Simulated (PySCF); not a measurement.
Molecule: methylenecyclopentane (SMILES C=C1CCCC1).

Geometry:
```
atom   x (Å)   y (Å)   z (Å)
  C1   2.265  -0.206  -0.062
  C2   0.937  -0.086  -0.026
  C3  -0.019  -1.008   0.705
  C4  -1.357  -0.263   0.697
  C5  -1.323   0.509  -0.622
  C6   0.125   0.996  -0.710
  H7   2.782  -1.006   0.476
  H8   2.885   0.493  -0.630
  H9   0.336  -1.274   1.712
 H10  -0.112  -1.953   0.141
 H11  -1.396   0.447   1.541
 H12  -2.227  -0.930   0.792
 H13  -1.540  -0.178  -1.459
 H14  -2.061   1.324  -0.671
 H15   0.466   1.195  -1.737
 H16   0.238   1.941  -0.149
```

Geometry PBE0-D3(BJ)/def2-SVP throughout; GIAO in PySCF, gas phase, one conformer, non-relativistic; equivalent atoms averaged; basis pcSseg-1.

(1) How do the absolute shieldings σ depend on the functional? (ppm; last column core-seconds on shared hosts with different chips, so compare them loosely; the GGAs took longer than the global hybrids here, which isn't the general rule, and the cause wasn't traced)

(2) Which nucleus moves most, in ppm?

Results:

(1) 
```csv
functional,kind,C2,C1,C3/C6,C4/C5,H7/H8,H9/H10/H15/H16,H11/H12/H13/H14,core-s
HF,Hartree–Fock,30.6,77.7,160.4,164.8,26.42,29.58,30.32,7.1
LDA,LDA,13.2,65.8,141.7,149.5,25.47,28.40,29.19,20
PBE,GGA,19.5,69.7,141.8,148.5,25.92,28.81,29.60,25
BLYP,GGA,12.9,65.6,136.5,142.6,26.20,28.99,29.77,25
BP86,GGA,19.1,69.4,141.6,148.2,26.00,28.89,29.67,25
OPBE,GGA,33.1,78.1,148.4,154.8,25.90,28.85,29.63,25
KT2,GGA,32.0,79.7,146.6,152.2,26.00,28.83,29.58,20
KT3,GGA,33.5,80.0,145.7,151.1,26.19,28.98,29.74,19
B97-D,GGA,23.4,72.5,141.6,147.5,26.23,29.04,29.81,19
B3LYP,global hybrid,16.1,67.2,142.2,148.2,26.18,29.08,29.85,12
PBE0,global hybrid,23.2,71.5,148.3,154.6,25.94,28.98,29.74,12
mPW1PW91,global hybrid,22.5,70.5,147.5,153.7,26.01,29.04,29.79,12
WP04,global hybrid,11.7,59.9,135.1,140.7,26.57,29.38,30.10,17
B97-2,global hybrid,26.0,73.4,147.8,153.7,26.11,29.09,29.84,16
BHandHLYP,global hybrid,20.9,70.1,149.4,154.9,26.20,29.23,29.98,16
CAM-B3LYP,range-separated hybrid,17.2,67.8,146.8,152.8,26.08,29.08,29.82,21
wB97X-D,range-separated hybrid,22.7,70.7,149.2,155.2,26.07,29.16,29.89,21
LC-wPBE,range-separated hybrid,24.4,70.6,154.6,161.0,25.94,29.16,29.87,30
```

(2) C3/C6 (allylic sp3 CH2): from 135.1 ppm with WP04 to 160.4 ppm with HF. The smallest spread is 1.10 ppm, at H7/H8. Proton shifts span only some 12 ppm, so a few tenths of a ppm matter as much there as several ppm in carbon.
